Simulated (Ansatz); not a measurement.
Relaxing I

Level of theory: DFT PBEsol, scalar-relativistic, plane waves, PAW (Ansatz).

I was placed on the simple hexagonal structure type (P6/mmm, No. 191), at a guessed volume.

Input of the last, converged step (default PAW datasets):

```yaml
crystal:
  lattice:
    - [3.9345356848, 0.0, 0.0]
    - [-1.9672678424, 3.4074078551, 0.0]
    - [0.0, 0.0, 2.9573698804]
  atoms:
    - { symbol: I, position: [0.0, 0.0, 0.0] }
basis:
  ecutwfc: 420
kpoints:
  mp_grid: { grid: [18, 18, 18] }
hamiltonian:
  xc: pbesol
scf:
  occupations: { method: gaussian, width: 0.1 }
output:
  forces: true
  stress: true
  eigenvalues: true
relax:
  adjacent_minimum: "off"
  f_tol: 0.01
  max_steps: 80
  cell: { stress_tol: 0.05 }
```

It can be run as:

```bash
ansatz run input.yaml --threads 1 --pin off --backend cpu --events-out ev --progress --plain --runs-dir out  # memory cap (--max-ram) not shown
```

End of the output:

```
SCF converged after 7 iterations
Free energy (F): -7432.206193 eV
Harris-Foulkes:  -7432.206193 eV  (|F-HF|=3.64e-12)
Internal energy: -7432.202538 eV  (E = F + TS)
E sigma→0 (E₀):  -7432.204366 eV
Entropy (-TS):   -0.003655 eV (-3.655 meV/atom)
Fermi energy:    5.115726 eV
--- Per-component energies (eV) ---
  E_band       = -397.242365
  E_kinetic    = 188.841593
  E_local      = -2042.624262  (includes V_loc(G=0)·N_el)
  E_nonlocal   = -90.035914
  E_hartree    = 1044.269330
  E_xc         = -126.813747
  E_vxc        = -127.895113  (∫ρ·V_xc dr)
  E_paw        = -4734.886225  (= ΣΔE_a)
  E_vpaw       = -414.067390  (= ΣTr[D̂ρ^β])
  E_aug_tail   = 0.000005  (compensation charges beyond the density's cutoff)
  E_ewald      = -1671.365461
  E_core_change = 0.412142  (= ΣΔE_core)
  E_smearing   = -0.003655  (= −TS)
  E_closure    = 0.000000  (closes the sum)
  Σ components = -7432.206193   (vs F -7432.206193, Δ=0.00e0)
--- Forces (eV/Å), atoms counted from 1 ---
  atom   1  I      0.00000000     0.00000000     0.00000000
  max |Σ_I F_I| component: 1.64e-32 eV/Å
--- Stress (GPa, compression-positive) ---
       -0.026341       0.000000       0.000000
        0.000000      -0.026341       0.000000
        0.000000       0.000000      -0.010330
  P = ⅓ Tr σ = -0.0210 GPa (-0.210 kbar)
--- Relaxed structure (5 steps of the walk, 5 accepted, 1 SCFs on fresh bases) ---
  F+E_penalty+E_count = -7432.20619317 eV   max|allowed force component| = 0.000e0 eV/Å   (the final SCF, on the basis selected at the relaxed cell)
  cell:  # Å, volume = 42.0602 Å³
    - [4.086934, 0.0, 0.0]
    - [-2.043467, 3.539389, 0.0]
    - [0.0, 0.0, 2.907676]
  atoms:
    - { symbol: I, position: [0.0, 0.0, 0.0] }
```

Absolute energies hang on the potentials; compare differences alone.

The result has space group P6/mmm (No. 191). Around I lie 2 I at 2.91 Å.

It lies 0.08 eV/atom above the element's standard state at the same level.

The k mesh leaves about 4 meV/atom of noise in metals. No dispersion correction is applied, so the spacing between layers, chains or molecules is poorly fixed, and with it the volume and density. Spin–orbit coupling is left out.

Symmetry constrained the relaxation, so the result can be a saddle point.